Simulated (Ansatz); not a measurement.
## H2O, singlet in 6-31G: errors against full CI

Geometry: a point of a stretch scan, not a stationary point.

```xyz
3

O     0.0000   -0.0729    0.0098
H     0.0000    0.6456   -0.9275
H     0.0000    0.5109    0.7714
```

Basis 6-31G; Ansatz 0.2.0. Correlated methods freeze the noble-gas cores, which leaves 8 electrons in 12 orbitals. Prefix R: restricted or restricted open-shell reference. Active spaces: pair = (2e, 2o) about the gap; valence = (8e, 6o) chosen from the atoms' valence shells.

Full CI is exact within this basis and frozen core; it isn't the basis-set limit.

- UHF ⟨S²⟩: 0.000
- T1 diagnostic (RCCSD): 0.0096
- largest doubles amplitude (RCCSD): 0.058

| level | E − E(full CI) (mEh) | share of correlation (%) | wall time |
| --- | --- | --- | --- |
| RHF | 147.56 | 0.00 | – |
| RMP2 | 9.83 | 93.34 | – |
| CISD | 8.65 | 94.14 | 0.12 s |
| RCCSD | 2.14 | 98.55 | – |
| RCCSD(T) | 0.67 | 99.54 | 0.12 s |
| BCCD(T) | 0.70 | 99.53 | 0.15 s |
| RCCSDT | 0.57 | 99.62 | – |
| CISDTQ | 0.25 | 99.83 | 0.33 s |
| RCCSDT(Q) | -0.02 | 100.02 | 0.33 s |
| RCCSDTQ | 0.02 | 99.99 | 1.2 s |
| CASSCF (pair space) | 114.41 | 22.46 | – |
| NEVPT2 (pair space) | 5.02 | 96.60 | 0.09 s |
| MRCISD (pair space) | 5.38 | 96.36 | – |
| MRCISD+Q (pair space) | 1.52 | 98.97 | 0.21 s |
| CASSCF (valence space) | 80.69 | 45.32 | – |
| NEVPT2 (valence space) | 10.74 | 92.72 | 0.12 s |
| NEVPT4(SD) (valence space) | 1.87 | 98.73 | 0.48 s |
| MRCISD (valence space) | 2.72 | 98.16 | – |
| MRCISD+Q (valence space) | 0.81 | 99.45 | 0.43 s |

The correlation energy at full CI, counted from RHF, is -4.015 eV. That run took 0.57 s on 1 thread of Intel Xeon Platinum 8488C, shared host over 122,625 determinants.

Times hold each run's SCF and search for its determinant on a shared host, so for small cases they say little of a method's own cost; they ran on 1 thread of Intel Xeon Platinum 8488C.

The full-CI state has the irrep A' of Cs, in the program's axes.

Natural occupations of full CI about the gap: 1.988 1.980 1.969 1.946 0.051 0.028 0.019 0.012 0.003 0.002; effectively unpaired electrons, Σ n²(2−n)², 0.03.
